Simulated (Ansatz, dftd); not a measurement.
Reaction: N2O (SMILES N#[N+][O-]) → N2O+ (parent SMILES N#[N+][O-], doublet) + e-
Each species at its own B3LYP-D3(BJ)/def2-TZVP minimum (Ansatz, a program for electronic structure).

Property: adiabatic ionisation energy (electronic), in eV. Open shells are spin-unrestricted; no spin-orbit coupling. Cores are frozen in correlated methods. Rows without X2C or -DK are non-relativistic. CBS(X,Y): correlation extrapolated as X^-3, Hartree-Fock from the larger set (Q,5: extrapolated as (X+1)exp(-9√X)). A bracket is a step between two methods taken in the basis named. The functionals are non-relativistic, so their misses hold any scalar relativity. 'core' is core correlation in cc-pwCVTZ, 'X2C' scalar relativity in cc-pVTZ-DK, both at CCSD(T). The UHF reference of N2O+ (parent SMILES N#[N+][O-], doublet) is spin-contaminated (<S^2> up to 0.27 over the pure value in the sets run). The spin of N2O+ (parent SMILES N#[N+][O-], doublet) was assumed, and the state is the lowest solution found for it.

Compared with CCSD(T)/CBS(cc-pVQZ,cc-pV5Z) + [CCSDT(Q) - CCSD(T)]/cc-pVTZ + core + X2C (Ansatz): 12.96 eV.

Costs are rough ratios of core time, to one figure, on one kind of shared machine, summed over the single points of the molecules; atoms, geometries and frequencies are left out. The first row took roughly 8 core seconds; short runs hold start-up time.

| level | program | cost relative to the first row | difference (eV) |
|---|---|---|---|
| PBE-D3(BJ)/def2-TZVPD | Ansatz + dftd3 | 1 | -0.10 |
| CCSD(T)/cc-pVTZ | Ansatz | 2 | -0.22 |
| CCSD(T)/CBS(cc-pVTZ,cc-pVQZ) | Ansatz | 10 | 0.03 |
| CCSDT(Q)/cc-pVDZ | Ansatz | 20 | -0.62 |
| CCSD(T)/CBS(cc-pVTZ,cc-pVQZ) + core + X2C | Ansatz | 40 | 0.04 |
| CCSDT(Q)/cc-pVTZ | Ansatz | 300 | -0.26 |

The dearest row costs roughly 300 times the first. Costs within a factor of two don't rank. The table holds for this case alone.
